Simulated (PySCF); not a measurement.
# P: ionisation energy

P [Ne] 3s2 3p3 (4S) → P⁺ [Ne] 3s2 3p2 (3P), as a difference of total energies. Computed with PySCF 2.14 in dyall-av2z, with no relativity, point nucleus. Correlated levels: valence: [Ne] frozen; virtual orbitals above 40 to 60 times the deepest correlated orbital energy dropped. The calculations carry no spin-orbit coupling.

```csv
method,ionisation energy (eV)
UHF,9.944
LDA,10.607
PBE,10.506
PBE0,10.548
r2SCAN,10.663
B3LYP,10.412
PW91,10.540
MP2 (valence),10.405
SCS-MP2 (valence),10.245
```

Estimate what PBEsol gives.

10.500 eV, closest to PBE among the rows shown.

Estimate what wB97X-V gives.

10.338 eV, closest to MP2 (valence) among the rows shown.

Errors of the correlated levels include the incompleteness of this basis and the frozen core.

For comparison: 10.526 eV (measured; NIST levels, between the centres of gravity of the two terms).
